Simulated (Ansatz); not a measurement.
C4H7F (`FC1CCC1`). The species carries charge 0 and has multiplicity 1.

| atom | x (Å) | y (Å) | z (Å) |
| --- | --- | --- | --- |
| F1 | -0.292 | 2.224 | 0.001 |
| C2 | -0.424 | 0.892 | -0.316 |
| C3 | 0.852 | 0.126 | -0.656 |
| C4 | 0.241 | -1.072 | 0.103 |
| C5 | -0.684 | -0.076 | 0.835 |
| H6 | -1.179 | 0.815 | -1.104 |
| H7 | 1.126 | 0.010 | -1.704 |
| H8 | 1.692 | 0.551 | -0.103 |
| H9 | -0.319 | -1.731 | -0.563 |
| H10 | 0.911 | -1.677 | 0.712 |
| H11 | -0.211 | 0.301 | 1.744 |
| H12 | -1.713 | -0.363 | 1.052 |

(1) List the harmonic frequencies (cm⁻¹, unscaled) at PBE0-D4/def2-TZVP in Ansatz. (Estimate.)

(2) Is this a minimum?

(3) Give the ideal-gas thermochemistry at 298.15 K and 1 bar (rigid rotor, harmonic oscillator; point group Cs, symmetry number 1).

(4) And at 400, 500, 600, 800 and 1000 K?

Results:

(1) Computed: 173, 376, 459, 602, 765, 790, 927, 937, 953, 991, 1080, 1134, 1164, 1189, 1245, 1246, 1256, 1275, 1311, 1391, 1466, 1481, 1508, 3070, 3081, 3085, 3088, 3136, 3143, 3154.

(2) Yes, all 30 modes are real.

(3) Zero-point energy 272.0 kJ/mol; H(298) − E = 286.8 kJ/mol; entropy 292.9 J/(mol·K), of which translation 162.6, rotation 105.2, vibration 25.2; G(298) − E = 199.5 kJ/mol.

(4) 
```tsv
T (K)	H − E (kJ/mol)	S (J/mol/K)	G − E (kJ/mol)
400	296.4	320.2	168.3
500	308.3	346.8	134.9
600	322.5	372.7	99.0
800	356.2	420.8	19.5
1000	395.0	464.0	-69.0
```
